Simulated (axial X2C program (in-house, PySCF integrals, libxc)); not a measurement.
## Nuclear properties of MgB⁺

Calculated with an axial X2C code built on PySCF integrals: two-component X2C with atomic mean-field Coulomb and Gaunt terms, Gaussian nuclei, basis Mg dyall-cv3z, B dyall-v3z with contracted cores.

R = 2.572 Å (near the PBE0 minimum at charge 1 of the determinant lowest at the starting distance; the state shown can have its own minimum elsewhere).

Determinant lowest in the PBE0 search, Ω = 0 (closed shell), highest spinor 47% B p, 42% Mg s, 8% B s:

```
level  qzz Mg (a.u.)  qzz B (a.u.)
 PBE0          -0.13         -0.46
   HF          -0.14         -0.38
  PBE          -0.13         -0.50
PBE50          -0.13         -0.43
B3LYP          -0.12         -0.49
```

Determinant 0.94 eV from it at PBE0 and this distance, Ω = 1 (⟨Sz⟩ = 1.00, ⟨Lz⟩ = 0.00 at PBE0), spin on the atoms Mg 0.56, B 0.44:

```
level  Eeff magnitude (GV/cm)  Ws magnitude Mg (kHz)  Ws magnitude B (kHz)  A∥/gI Mg (MHz)  qzz Mg (a.u.)  A∥/gI B (MHz)  qzz B (a.u.)
 PBE0                  0.0337                 0.0153               0.00215             758          -0.38            107         -0.66
   HF                  0.0393                 0.0179                0.0025             705          -0.39            115         -0.66
  PBE                  0.0318                 0.0145               0.00207             770          -0.38            109         -0.67
PBE50                  0.0354                 0.0161               0.00223             744          -0.38            106         -0.65
B3LYP                  0.0369                 0.0166               0.00213             808          -0.37            124         -0.70
```

Eeff is the effective electric field on the electron electric dipole moment in this Ω state and Ws the scalar–pseudoscalar constant of the nucleus named (defined with the proton number Z and per Ω); A∥ (defined per Ω) follows by multiplying with gI = μI/(I μN); qzz is the electric field gradient, eQq0 = 234.96 MHz × Q/barn × qzz. The operators were transformed with the bare-nucleus X2C matrices; with these basis sets, hyperfine constants and field gradients can be off by tens of per cent, and where levels differ in sign neither size nor sign is settled.

With Q(25Mg) = 0.1994 barn, Q(11B) = 0.04059 barn (Q from Pyykkö, Mol. Phys. 2018), turn the PBE0 values of the first state into constants in MHz.

eQq0(25Mg) = 234.96 × (0.1994) × (-0.13) = -6.09 MHz; eQq0(11B) = 234.96 × (0.04059) × (-0.46) = -4.39 MHz.

Each state is one determinant with collinear spin, which with several unpaired electrons need not be a pure state. Unrestricted Hartree–Fock can overshoot spin polarisation at the nuclei. A closed determinant beside an open π² or δ² triplet, such as (π1/2)², mixes with its partner pair into the 0⁺ component of the triplet and ¹Σ⁺, so its energy is not that of a level, and 0⁺ can lie lowest. With several open shells hyperfine constants can be off by a factor of several. Open-shell Ω = 0 determinants with evenly filled partner blocks cannot be reached by this program, so the Ω shown need not be the lowest component. At HF a later determinant lies lower. The search compared states at one distance, so a state with another bond length can lie lower. Further determinants of the search, some of them spin-mixed, are not shown. PBE0 term energies can be off by some tenths of an eV.
